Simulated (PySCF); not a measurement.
**Trend along the third period: MH cations**

PBE0 with double-zeta basis sets in PySCF, for the lowest determinant that a PBE0 search found; no spin–orbit coupling. De refers to high-spin ground-configuration atoms (the charge goes to the atom of lower measured ionisation energy or higher electron affinity, which is not always the lowest computed limit). A positive dipole points towards H; it is taken about the centre of mass and depends on that origin.

```
 M                basis  charged atom  state (unpaired electrons)  Re (Å)  ωe (cm⁻¹)  De (eV)  μ (D)
Na              pcseg-1           Na+               doublet (σ ↑)   2.835        226     0.04  -0.28
Mg             def2-SVP           Mg+      singlet (closed shell)   1.663       1684     1.88  -3.46
Al           x2c-SVPall           Al+               doublet (σ ↑)   1.623       1668     0.93  -0.37
Si        jorge-DZP-DKH           Si+      singlet (closed shell)   1.532       2112     3.15   0.49
 P  cc-pV(D+d)Z/cc-pVDZ            P+               doublet (π ↑)   1.442       2390     3.42   0.98
 S             def2-SVP            S+              triplet (π ↑↑)   1.377       2572     3.75   1.55
Cl             def2-SVP           Cl+               doublet (π ↑)   1.329       2690     4.78   1.99
```

The shortest bond is that of HCl⁺ (1.329 Å), the longest that of NaH⁺ (2.835 Å). HCl⁺ is bound most strongly (4.78 eV) and NaH⁺ least (0.04 eV).

The rows differ in basis set, which adds steps of its own.

The state changes along the series, so neighbouring rows are not always alike in their bonding.

Weak bonds: NaH⁺. Basis-set superposition, not corrected here, can be much of De in a small basis, most of all at correlated wavefunction levels. For an ion De counts to the pair picked by the measured ionisation energies or electron affinities, which need not be the lowest pair at this level. States were picked by a PBE0 search and need not be the measured ground states.
